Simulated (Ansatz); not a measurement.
Ansatz (an electronic-structure program) input (CCSD(T)/def2-QZVPP): A basis named .json is the Basis Set Exchange file of that set (core-valence sets with the plain set on hydrogen).

Ansatz 0.2 input:
```yaml
crystal:
  periodic: [false, false, false]
  atoms:
    - {symbol: F, position_ang: [0.03923562, 1.10057360, -0.27954166]}
    - {symbol: O, position_ang: [-0.01962367, 0.00815420, 0.59730772]}
    - {symbol: F, position_ang: [-0.02179237, -1.10782178, -0.25139853]}
basis:
  gaussian:
    orbitals: def2-QZVPP.json
magnetization: {spin_polarized: false}
correlation: {method: ccsd_t, electrons: outside_noble_gas}
```

Output:

```
Functional definition: HF
integrals: 0.52 GiB planned
1106 factors; integrals over basis functions are off by at most 8.6e-4 eV
mean field: 0.48 GiB planned
mean field evaluation 1: about -7442.3414 eV, gradient 3.7e1 eV
mean field evaluation 2: about -7442.3428 eV, gradient 3.7e1 eV
mean field evaluation 4: about -7444.5945 eV, gradient 4.0e0 eV
mean field evaluation 8: about -7444.6489 eV, gradient 1.7e-1 eV
mean field evaluation 16: about -7444.6366 eV, gradient 1.7e0 eV
mean field -7444.64902975 eV, -273.5858056790 hartree, gradient 2.0e-6 eV, S^2 0.000000; 0 other end points of the search recorded, 0 dependent functions left out; unrestricted orbitals would lower it
3 core orbitals not correlated
reference -7444.64902975 eV, -273.5858056790 hartree; 10, 10 occupied and 158, 158 virtual orbitals, 1106 factors
second order -22.33612315 eV of doubles, -0.00000000 eV of singles
coupled cluster: 0.95 GiB planned
cycle   1  -21.52793972 eV  change    8.1e-1 eV  update   1.0e-1
cycle   2  -22.12964153 eV  change   -6.0e-1 eV  update   3.8e-2
cycle   3  -22.28253445 eV  change   -1.5e-1 eV  update   1.8e-2
cycle   4  -22.26825891 eV  change    1.4e-2 eV  update   5.8e-3
cycle   5  -22.26636010 eV  change    1.9e-3 eV  update   3.4e-3
cycle   6  -22.26912454 eV  change   -2.8e-3 eV  update   1.3e-3
cycle   7  -22.26920570 eV  change   -8.1e-5 eV  update   6.5e-4
cycle   8  -22.26860143 eV  change    6.0e-4 eV  update   1.6e-4
cycle   9  -22.26863658 eV  change   -3.5e-5 eV  update   7.4e-5
cycle  10  -22.26859810 eV  change    3.8e-5 eV  update   2.3e-5
cycle  11  -22.26860853 eV  change   -1.0e-5 eV  update   9.2e-6
coupled cluster: 0.96 GiB planned
perturbative correction -0.91828015 eV, -0.0337461730 hartree
Total energy: -7467.83591843 eV, -274.4379081212 hartree
```
